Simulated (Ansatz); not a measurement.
System: C$_{2}$H$_{6}$N (charge 0, doublet). SMILES: [CH2]CN
Coordinates optimised at B3LYP-D3(BJ)/def2-TZVP (Ansatz, a quantum-chemistry and plane-wave program):
```xyz
9

C      1.2071    -0.4389    -0.0026
C      0.1180     0.5714     0.0048
N     -1.2414    -0.0269    -0.0013
H      1.5358    -0.9018     0.9194
H      1.5375    -0.8865    -0.9315
H      0.1830     1.2250    -0.8675
H      0.1814     1.2105     0.8879
H     -1.3501    -0.6337     0.8055
H     -1.3486    -0.6202    -0.8182
```
Charge 0, spin multiplicity 2.

Wanted: enthalpy of formation at 298 K, in kcal/mol. Set-up: 6-311+G** with 5d; spin-orbit terms left out; non-relativistic; open shells spin-unrestricted; frozen cores in correlated levels; no dispersion term unless named. Basis-set limits of correlation are two-point, X^-3; Hartree-Fock from the larger set. [CCSD(T)-MP2]/basis is that difference in the basis named. First-principles rows: single points at B3LYP-D3(BJ) geometries (Ansatz), with unscaled harmonic terms from B3LYP/6-31G* at its own minima, enthalpies of formation by atomisation with measured atoms.

| species | coefficient | E at B3LYP/6-311+G** (Ansatz), Eh | E at wB97M-V/def2-TZVPD (Ansatz), Eh | H(298 K) - E, kcal/mol |
|---|---|---|---|---|
| [CH2]CN | +1 | -134.54977 | -134.47815 | 52.74 |
| C atom | -2 | -37.85727 | -37.84643 | - |
| H atom | -6 | -0.50216 | -0.49411 | - |
| N atom | -1 | -54.60072 | -54.59266 | - |

The atoms take no thermal term, since their enthalpies of formation at 0 K are used: the result is the sum of coefficient times E, plus the molecule's thermal term, plus number times (enthalpy of formation minus H(298) - H(0)) over the atoms. Measured values of the atoms (G2/97 table in ASE), kcal/mol:

| atom | number | enthalpy of formation of the gas at 0 K | H(298) - H(0) of the element's standard state |
|---|---|---|---|
| C | 2 | 169.98 | 0.25 |
| H | 6 | 51.63 | 1.01 |
| N | 1 | 112.53 | 1.04 |

Coupled cluster (Ansatz) is a level with limits of its own, used here on species with T1 under 0.025 (0.045 for open shells) and stable references: RI-MP2/CBS(cc-pVTZ,cc-pVQZ)+[CCSD(T)-MP2]/cc-pVTZ. Value to compare with, RI-MP2/CBS(cc-pVTZ,cc-pVQZ)+[CCSD(T)-MP2]/cc-pVTZ (Ansatz): 39.1 kcal/mol. 1 Eh = 627.5095 kcal/mol.

Q: Work the quantity out at each level, and compare with RI-MP2/CBS(cc-pVTZ,cc-pVQZ)+[CCSD(T)-MP2]/cc-pVTZ (Ansatz).

A: 
- B3LYP/6-311+G**: the sum of coefficient times E is -1.22155 Eh, or -766.53 kcal/mol; the thermal terms add 52.74; the atoms' measured terms add 754.67. Result: 40.9 kcal/mol. Its difference against RI-MP2/CBS(cc-pVTZ,cc-pVQZ)+[CCSD(T)-MP2]/cc-pVTZ (Ansatz) is 1.8 kcal/mol.
- wB97M-V/def2-TZVPD: the sum of coefficient times E is -1.22797 Eh, or -770.56 kcal/mol; the thermal terms add 52.74; the atoms' measured terms add 754.67. Result: 36.8 kcal/mol. Its difference against RI-MP2/CBS(cc-pVTZ,cc-pVQZ)+[CCSD(T)-MP2]/cc-pVTZ (Ansatz) is -2.3 kcal/mol.
